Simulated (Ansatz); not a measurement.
# SiH₂F₂ (built from SMILES F[Si]F.[H][H]): search for a transition state

The runs use Ansatz 0.2.0, Gaussian basis; PBE0-D4, def2-SVP first, then def2-TZVP.

### Step 1. Where the work starts

The guess: 5 atoms, charge 0, spin multiplicity 1.

Atoms are counted from 1 here; the program's logs count them from 0.

Bond lengths: Si1–F2 1.629 Å, Si1–F3 1.627 Å, Si1–H4 1.564 Å. Angles: F2–Si1–F3 97.2°, F2–Si1–H4 99.0°, F3–Si1–H4 98.1°.

Coordinates:

```xyz
5

Si    0.18540    0.18130   -0.75860
F     0.62490    1.33300    0.30640
F     1.08840   -1.02320   -0.14180
H    -1.18640   -0.22690   -0.12740
H    -0.71220   -0.26420    0.72130
```

Distances that are to change: Si1–H4 1.56 Å, Si1–H5 1.79 Å, H4–H5 0.97 Å.

### Step 2. Constrained relaxation of the guess

File hold/in.yaml:

```yaml
crystal:
  periodic: [false, false, false]
  atoms:
    - {symbol: Si, position_ang: [0.185400, 0.181300, -0.758600]}
    - {symbol: F, position_ang: [0.624900, 1.333000, 0.306400]}
    - {symbol: F, position_ang: [1.088400, -1.023200, -0.141800]}
    - {symbol: H, position_ang: [-1.186400, -0.226900, -0.127400]}
    - {symbol: H, position_ang: [-0.712200, -0.264200, 0.721300]}
basis:
  gaussian: {orbitals: def2-SVP}
hamiltonian: {xc: pbe0, dispersion: d4}
relax: {f_tol: 0.08, max_steps: 120, escape_saddle: false, constraints: [{distance: [0, 3]}, {distance: [0, 4]}, {distance: [3, 4]}]}
```

Run with:

```sh
ansatz run in.yaml --threads 2 --pin off --events-out ev --progress --plain --max-ram 4352MiB
```

**Question.** How long does this run take on 2 threads of Intel Xeon Platinum 8375C at 2.90GHz, shared host?

About 2.3 s.
